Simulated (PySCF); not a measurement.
**SiHCl at several levels of theory**

All levels use the PBE0 minimum (singlet; Si–Cl 2.077 Å, Si–H 1.529 Å; Cl–Si–H 94.7°), basis [Si def2-TZVP, H def2-TZVP, Cl def2-TZVP], no relativity, density fitting, no spin–orbit coupling, PySCF. For vertical energies the ionised species is a doublet (spins chosen at PBE0 and kept) and the electron-attached one a doublet. Atomisation goes to high-spin ground-configuration atoms, without zero-point energy. Open shells are unrestricted, also as the reference of the correlated levels. A dash marks a value that was not computed or is not defined at that level.

```xyz
3
charge 0 multiplicity 1, angstrom
Si   -0.8375    0.0000   -0.7644
H    -1.9355    0.0000    0.3001
Cl    0.7262    0.0000    0.6031
```

```csv
level,atomisation (kJ/mol),vertical IP (eV),vertical EA (eV),−ε(HOMO) (eV),gap (eV),dipole (D)
PBE0,732,9.33,0.97,6.99,4.02,0.97
HF,528,8.61,0.46,9.48,9.71,1.24
MP2,717,9.33,0.71,–,–,–
PBE,746,9.19,0.88,5.88,2.09,0.81
CCSD(T),?,?,?,–,–,–
r2SCAN,739,9.21,1.06,6.11,2.41,0.85
B3LYP,?,?,?,?,?,?
TPSSh,748,9.28,0.96,6.47,3.07,0.90
M06-2X,755,9.44,0.83,8.02,5.95,1.19
M06-L,771,9.28,0.80,6.06,2.55,0.95
```

Q: Fill in the row of B3LYP.

A: atomisation (kJ/mol) 734, vertical IP (eV) 9.39, vertical EA (eV) 0.87, −ε(HOMO) (eV) 6.81, gap (eV) 3.67, dipole (D) 1.00.

Q: Fill in the row of CCSD(T).

A: atomisation (kJ/mol) 711, vertical IP (eV) 9.43, vertical EA (eV) 0.73.

For SiHCl itself CCSD(T) correlates 12 electrons; T1 = 0.013, D1 = 0.031, (T) = -35 kJ/mol.

Without diffuse functions attachment energies tend to come out too low.
